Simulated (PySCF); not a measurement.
EPR parameters of C3H6N

C3H6N (doublet state).
Z-matrix (Å and degrees, PBE0-D3(BJ)/def2-SVP geometry), rows numbered from 1:
```
C 
C   1  1.5255
C   2  1.4880  1  114.09
N   3  1.2290  2  137.25  1    -0.47
H   1  1.1012  2  111.19  3   -60.11
H   1  1.1012  2  111.19  3    60.10
H   1  1.0998  2  110.95  3   179.99
H   2  1.1034  1  111.13  3   121.86
H   2  1.1035  1  111.12  3  -121.75
H   4  1.0333  3  119.01  2     0.02
```

The hyperfine couplings belong to this conformer and change with its torsions.

The species is `[H]/N=[C]\CC` [radical].

Method used: PySCF 2.14.0, UKS B3LYP, IGLO-III on C N, pcH-1 on H, non-relativistic, mean-field spin-orbit, GIAO. Geometry: PBE0-D3(BJ)/def2-SVP, one conformer, isolated molecule. Stability of the SCF solution: not tested.

- g1, g2, g3: 1.99983, 2.00216, 2.00324
- g_iso: 2.00174
- Form of g: rhombic: the two nearest values differ by 32 % of g3 − g1
- ⟨S²⟩: 0.7545 (exact 0.7500)
- α and β electrons: 16, 15
- HOMO–LUMO gap, α and β orbitals: 5.27, 6.67 eV
- Total energy: -172.67437 Eh
- Basis functions: 200

Hyperfine couplings atom by atom, in mT; T1 to T3 are the principal values of the dipolar part (MHz turned into mT with g_iso):

```csv
atom,isotope,a_iso,T1,T2,T3,Mulliken spin population
C1,13C,0.92,-0.17,-0.16,0.33,0.05
C2,13C,3.43,-0.34,-0.33,0.67,0.00
C3,13C,14.88,-2.13,-1.79,3.92,0.76
N4,14N,4.12,-0.29,-0.10,0.38,0.06
H5,1H,-0.12,-0.13,-0.03,0.16,0.00
H6,1H,-0.12,-0.13,-0.03,0.16,0.00
H7,1H,0.34,-0.13,-0.03,0.15,0.00
H8,1H,0.07,-0.28,-0.18,0.46,0.00
H9,1H,0.05,-0.28,-0.18,0.46,0.00
H10,1H,9.02,-0.22,-0.12,0.35,0.13
```

The largest Mulliken spin populations are on C3 (+0.76) and H10 (+0.13). No atom but C3 exceeds +0.15.

Axes: g1 points within 2° of the C3–N4 bond.

Under fast tumbling the dipolar parts average out, and these isotropic splittings remain: 1 × 1H (H10, I = 1/2, 2 lines) with 9.02 mT, 1 × 14N (N4, I = 1, 3 lines) with 4.12 mT, 2 × 1H (H8/H9, I = 1/2, 3 lines) with 0.06 mT and 3 × 1H (H5/H6/H7, I = 1/2, 4 lines) with 0.03 mT.

Nuclei that the bonding pattern makes equivalent are averaged, as if the motion that swaps them (rotation, inversion, ring flip) were fast. The three 1H nuclei of mean +1.0 MHz run from -3.2 to 9.4 MHz in the frozen geometry.

The 13C coupling of C3 (416.8 MHz) shows only in satellite lines or after enrichment, since that isotope makes up about 1.07 % of natural carbon.
